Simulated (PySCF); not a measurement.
Isomers of C3H4S, mass 72.003 u with the commonest isotopes. The calculation used PySCF 2.14.0, PBE0-D3(BJ)/def2-SVP geometry optimisation, gas phase. One conformer each, none proved a minimum here; rigid rotors.

Question: Order these by rotational constant B, smallest first.
A. `[CH2:1]=[CH:2][CH:3]=[S:4]` with C1–C2–C3–S4 180°
B. `C(=C=S)C`
C. `[CH:1]#[C:2][CH2:3][SH:4]` with C2–C3–S4–H -179° (2-propyne-1-thiol)

Answer: B (2676 MHz), A (2789 MHz), C (3094 MHz).

Question: Order these by rotational constant A, smallest first.
A. `CC=C=S`
B. `[CH:1]#[C:2][CH2:3][SH:4]` with C2–C3–S4–H -179°
C. `[CH2:1]=[CH:2][CH:3]=[S:4]` with C1–C2–C3–S4 180° (thioacrolein)

Answer: B (22294 MHz), A (36469 MHz), C (46222 MHz).

Question: Order these by radius of gyration √(Σ m r²/M), smallest first.
A. `[CH2:1]=[CH:2][CH:3]=[S:4]` with C1–C2–C3–S4 180° (thioacrolein)
B. `[CH:1]#[C:2][CH2:3][SH:4]` with C2–C3–S4–H -179°
C. `CC=C=S`

Answer: B (1.600 Å), A (1.634 Å), C (1.671 Å).

| SMILES | point group | Ia (u·Å²) | Ib (u·Å²) | Ic (u·Å²) | κ | μa (D) | μb (D) | μc (D) |
| --- | --- | --- | --- | --- | --- | --- | --- | --- |
| C=CC=S | Cs | 10.93 | 181.22 | 192.16 | -0.99 | 2.77 | 0.41 | 0.00 |
| C#CCS | Cs | 22.67 | 163.35 | 182.81 | -0.97 | 0.01 | 1.57 | 0.01 |
| CC=C=S | Cs | 13.86 | 188.84 | 199.52 | -0.99 | 1.60 | 0.17 | 0.00 |
